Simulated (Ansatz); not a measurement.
# CH3NaO (SMILES C[O][Na]) at CCSD/jorge-DZP (sfX2C, accuracy low)

Aim: the vertical electron affinity of CH3NaO at CCSD/jorge-DZP (sfX2C, accuracy low), from 2 runs. 

The results are computed with Ansatz 0.2.0.

3 further runs of the same task are left out: 3 set aside as unsound or not needed.

**1. The structure to begin with**

CH3NaO: 6 atoms, total charge 0, spin state singlet. SMILES: `C[O][Na]`. The shape comes from a force field and isn't a relaxed structure.

Bond lengths: C1–O2 1.460 Å, O2–Na3 2.060 Å, C1–H4 1.069 Å, C1–H5 1.080 Å, C1–H6 1.095 Å. Angles: C1–O2–Na3 105.7°, O2–C1–H4 108.3°, O2–C1–H5 107.1°, O2–C1–H6 105.0°, H4–C1–H5 108.6°, H4–C1–H6 114.1°, H5–C1–H6 113.3°.

**2. Energy and forces at CCSD/jorge-DZP (sfX2C, accuracy low)**

in.yaml reads:

```yaml
crystal:
  periodic: [false, false, false]
  atoms:
    - {symbol: C, position_ang: [0.521100, -0.147500, 0.041000]}
    - {symbol: O, position_ang: [-0.351900, 0.945800, -0.376600]}
    - {symbol: Na, position_ang: [-2.274800, 0.262700, -0.097900]}
    - {symbol: H, position_ang: [0.332800, -0.987700, -0.592900]}
    - {symbol: H, position_ang: [1.537600, 0.181400, -0.114800]}
    - {symbol: H, position_ang: [0.277200, -0.318800, 1.095000]}
basis:
  gaussian:
    orbitals: jorge-DZP.json
correlation:
  method: ccsd
  electrons: all
accuracy: low
output: {forces: true}
hamiltonian:
  pseudopotentials: {relativity: scalar}
```

The basis set jorge-DZP is read from a file made from the Basis Set Exchange's data (not shown).

Launch:

```bash
$ ansatz run in.yaml --threads 1 --pin off --max-ram 2610MiB --events-out events.jsonl --progress --plain --runs-dir runs
```

The log of the run, shortened:

```text
Warning: RAYON_NUM_THREADS=1 ignored (pool sized by the plan → 1); use --threads N
Functional definition: HF
  name "HF"
[...]
643 factors; integrals over basis functions are off by at most 1.2e-3 eV
[...]
mean field -7526.08763447 eV, -276.5786192015 hartree, gradient 2.3e-6 eV, S^2 0.000000; 0 other end points of the search recorded, 0 dependent functions left out
reference -7526.08763447 eV, -276.5786192015 hartree; 14, 14 occupied and 55, 55 virtual orbitals, 643 factors
second order -11.50959246 eV of doubles, -0.00000000 eV of singles
cycle   1  -11.71796316 eV  change   -2.1e-1 eV  update   9.7e-2
[...]
cycle  16  -12.10438879 eV  change   -2.1e-6 eV  update   2.8e-6
[...]
Total energy: -7538.19202326 eV, -277.0234472848 hartree
Relativity: scalar
Atom 0 at     0.521100    -0.147500     0.041000 Å, force    -2.162430     3.370370    -0.537987 eV/Å
Atom 1 at    -0.351900     0.945800    -0.376600 Å, force     0.369595    -0.904455     0.185983 eV/Å
Atom 2 at    -2.274800     0.262700    -0.097900 Å, force    -0.063299     0.206989    -0.086151 eV/Å
Atom 3 at     0.332800    -0.987700    -0.592900 Å, force     0.039740    -1.716524    -0.487919 eV/Å
Atom 4 at     1.537600     0.181400    -0.114800 Å, force     1.181050    -0.113468     0.293869 eV/Å
Atom 5 at     0.277200    -0.318800     1.095000 Å, force     0.635345    -0.842912     0.632205 eV/Å
Dipole moment:    -1.492483    -0.653998     0.260453 e Å
```

Wall time 6 s (1 thread of Intel Xeon Platinum 8488C (Sapphire Rapids), shared host); peak memory 0.26 GiB.

**3. The doublet anion**

Changes to in.yaml since step 2:

```diff
@@ -12,2 +12,4 @@
     orbitals: jorge-DZP.json
+accuracy: low
+output: {forces: true}
 correlation:
@@ -15,4 +17,6 @@
   electrons: all
-accuracy: low
-output: {forces: true}
+total_charge: -1
+magnetization:
+  spin_polarized: true
+  initial_magnetization: 1
 hamiltonian:
```

The basis set jorge-DZP is read from a file made from the Basis Set Exchange's data (not shown).

Launch:

```bash
$ ansatz run in.yaml --threads 1 --pin off --max-ram 2610MiB --events-out events.jsonl --progress --plain --runs-dir runs
```

The log of the run, shortened:

```text
Warning: RAYON_NUM_THREADS=1 ignored (pool sized by the plan → 1); use --threads N
[... 2 set-up lines as earlier in the session ...]
[...]
643 factors; integrals over basis functions are off by at most 1.2e-3 eV
[...]
mean field -7526.33151447 eV, -276.5875816260 hartree, gradient 4.9e-6 eV, S^2 0.750093; 6 other end points of the search recorded, 0 dependent functions left out
determinant -7526.33151447 eV, -276.5875816260 hartree, with singles and doubles -7538.45200423 eV, -277.0330014090 hartree
determinant -7524.22513140 eV, -276.5101734758 hartree, with singles and doubles -7535.18710635 eV, -276.9130186252 hartree
determinant -7524.15208627 eV, -276.5074891169 hartree, with singles and doubles -7535.04973301 eV, -276.9079702480 hartree
determinant -7524.13606874 eV, -276.5069004838 hartree, with singles and doubles -7535.32140745 eV, -276.9179540996 hartree
reference -7526.33151447 eV, -276.5875816260 hartree; 15, 14 occupied and 54, 55 virtual orbitals, 643 factors
second order -11.50880722 eV of doubles, -0.00000000 eV of singles
cycle   1  -12.12111157 eV  change   -6.2e-4 eV  update   2.1e-3
[...]
cycle  13  -12.12082158 eV  change    3.0e-7 eV  update   2.6e-7
[...]
Total energy: -7538.45233605 eV, -277.0330136033 hartree
Relativity: scalar
Atom 0 at     0.521100    -0.147500     0.041000 Å, force    -2.450820     3.721646    -0.666931 eV/Å
Atom 1 at    -0.351900     0.945800    -0.376600 Å, force     1.150054    -0.882617     0.174087 eV/Å
Atom 2 at    -2.274800     0.262700    -0.097900 Å, force    -0.685122    -0.043909     0.017919 eV/Å
Atom 3 at     0.332800    -0.987700    -0.592900 Å, force     0.011331    -1.784085    -0.492772 eV/Å
Atom 4 at     1.537600     0.181400    -0.114800 Å, force     1.376254    -0.126044     0.292938 eV/Å
Atom 5 at     0.277200    -0.318800     1.095000 Å, force     0.598302    -0.884991     0.674759 eV/Å
Dipole moment:     1.147651    -0.129427     0.032787 e Å
```

Wall time 35 s (1 thread of Intel Xeon Platinum 8488C (Sapphire Rapids), shared host); peak memory 0.58 GiB.

**4. Outcome**

At CCSD/jorge-DZP (sfX2C, accuracy low):

```
                                          quantity          value
                      singlet CH3NaO: total energy  -277.02345 Eh
singlet CH3NaO: dipole moment (correlated density)         7.93 D
                singlet CH3NaO: correlation energy     -444.8 mEh
                     singlet CH3NaO: T1 diagnostic          0.017
          singlet CH3NaO: largest force on an atom     4.040 eV/Å
                       doublet anion: total energy  -277.03301 Eh
                 doublet anion: correlation energy     -445.4 mEh
  doublet anion: ⟨S²⟩ of the reference determinant          0.750
                      doublet anion: T1 diagnostic          0.013
           doublet anion: largest force on an atom     4.506 eV/Å
 vertical electron affinity (to the doublet anion)       0.260 eV
```

At fixed nuclei the extra electron is bound by 0.26 eV (6.0 kcal/mol). The basis has no diffuse functions, so the error can be as large as this value. The largest force (singlet CH3NaO) is 4.04 eV/Å: the shape isn't a stationary point for this species at this level. The accuracy setting (singlet CH3NaO) is loose, so the last digits carry no meaning. The accuracy setting (doublet anion) is loose, so the last digits carry no meaning.
